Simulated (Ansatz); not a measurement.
Equilibrium lattice constant a of some cubic elemental metals

Method: PBE-D3(BJ) (Ansatz, an electronic-structure program, plane waves, PAW). References are measured values corrected to a static lattice. The table is a random draw of 6 from 25 solids with such references.

Values in Å.

```tsv
solid	reference	PBE-D3(BJ)	error (%)
fcc Ir	3.831	3.841	+0.26
bcc Mo	3.141	3.130	-0.35
fcc Al	4.018	3.983	-0.87
bcc Ta	3.299	3.285	-0.42
antiferromagnetic bcc Cr	2.877	2.829	-1.67
bcc Rb	5.576¶	5.555	-0.38
```

Over these 6 solids the mean error is -0.57 %, the mean absolute error 0.66 % (median 0.40 %), and the worst case antiferromagnetic bcc Cr at -1.67 %; the value is too low in 5 of 6 cases. Over all 25, from unrounded values, the mean error is -0.79 % and the mean absolute error 1.07 % (median 0.87 %). Caveats on values not shown: a distance lies near a switch of the dispersion term, which can move the cell (1).

All these references are brought to a static lattice.

Spin–orbit coupling is left out, also for the solids with elements from indium on (fcc Ir, bcc Ta); its size isn't shown.

¶ marks references of a special kind: bcc Rb, 5.576 Å (measured, low-temperature or extrapolated to 0 K; zero-point anharmonic expansion removed; as tabulated in Csonka et al. (2009), arXiv:0903.4037).

Differences are worked out from the printed values.

Caveats: the commensurate order stands in for chromium's spin-density wave, and the size of the moments varies much between levels (antiferromagnetic bcc Cr). Ansatz's density-functional and Hartree–Fock values are scalar-relativistic unless marked +SOC, with PAW data made under PBE.

Ansatz's runs of these crystals have no spin polarisation, but for antiferromagnetic bcc Cr.

Density-functional runs with spin start from opposed moments for antiferromagnetic bcc Cr.

Not in this set, of the elemental metals with a reference value in our tables and a result at some level: 19 for a reference at room or unstated temperature. These can be a level's best or worst cases. Solids without a released value at any level aren't counted. Layered and molecular crystals are counted apart. The metals Ce to Yb are counted apart.

References as tabulated in Mejia-Rodriguez and Trickey (2018), arXiv:1807.09216; Levämäki et al. (2014), arXiv:1402.3671; Csonka et al. (2009), arXiv:0903.4037.
